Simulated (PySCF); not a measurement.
# Functional benchmark on one molecule

Molecule: `InChI=1S/C2H7P/c1-3-2/h3H,1-2H3`.

Numbering as in the mapped SMILES `[CH3:1][PH:2][CH3:3]`; H(Xn) means a hydrogen on atom n.

Geometry PBE0-D3(BJ)/def2-SVP throughout; GIAO in PySCF 2.14, gas phase, one conformer, non-relativistic; equivalent atoms averaged; basis pcSseg-2.

Reference values (measured; S. K. Latypov et al., Phys. Chem. Chem. Phys. 2015 (author manuscript)): δ(P2) = -99.0 ppm vs 85 % H3PO4. Computed shifts are taken against H3PO4, calculated as an isolated molecule at each level.

How do the functionals HF, LDA, PBE, BLYP, BP86, OPBE, KT2, KT3, B97-D, B3LYP, PBE0, mPW1PW91 perform against the reference? Times are CPU seconds on 1 thread of an AMD EPYC 7R13, shared host; the GGAs took longer than the global hybrids here, which isn't the general rule, and the cause wasn't traced.

Answers


```csv
functional,kind,P2,abs. error P,core-s
HF,Hartree–Fock,-96.0,3.0,6.7
LDA,LDA,-123.8,24.8,15
PBE,GGA,-110.4,11.4,18
BLYP,GGA,-91.4,7.6,17
BP86,GGA,-108.4,9.4,19
OPBE,GGA,-117.1,18.1,18
KT2,GGA,-108.6,9.6,18
KT3,GGA,-97.6,1.4,18
B97-D,GGA,-94.2,4.8,17
B3LYP,global hybrid,-98.2,0.8,12
PBE0,global hybrid,-116.5,17.5,12
mPW1PW91,global hybrid,-113.9,14.9,12
```

For ³¹P the closest is B3LYP (0.8 ppm) and the furthest LDA (24.8 ppm). One molecule is a small sample, and vibrational and solvent effects are absent from the calculation.
